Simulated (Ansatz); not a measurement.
Mulliken charges of C2H7B (`CBC`) from ωB97M-V/def2-TZVPP in Ansatz (PBE0-D4/def2-TZVP geometry).

| atom | x (Å) | y (Å) | z (Å) | charge (e) |
| --- | --- | --- | --- | --- |
| C1 | -0.867 | 0.875 | -0.607 | -0.345 |
| B2 | 0.105 | -0.334 | -0.456 | -0.009 |
| C3 | 0.827 | -0.694 | 0.876 | -0.345 |
| H4 | -1.880 | 0.442 | -0.587 | 0.107 |
| H5 | -0.793 | 1.379 | -1.574 | 0.115 |
| H6 | -0.821 | 1.609 | 0.200 | 0.099 |
| H7 | 0.309 | -1.025 | -1.421 | 0.057 |
| H8 | 0.933 | -1.769 | 1.043 | 0.115 |
| H9 | 0.414 | -0.218 | 1.768 | 0.100 |
| H10 | 1.856 | -0.318 | 0.762 | 0.107 |

By hand: the dipole of these point charges (1 e Å = 4.8032 D).

Σ q r = (0.004, -0.012, -0.015) e Å, of length 0.020 e Å = 0.10 D.

How does the dipole of the full density compare? (An estimate is asked.)

The calculation gave: (-0.015, 0.052, 0.072) e Å, 0.43 D; the point charges give 0.23 times that, at 176° from its direction, so they point the opposite way.

Point charges leave out the atoms' own dipoles, such as those of lone pairs, and Mulliken's split depends on the basis, so the two needn't agree.
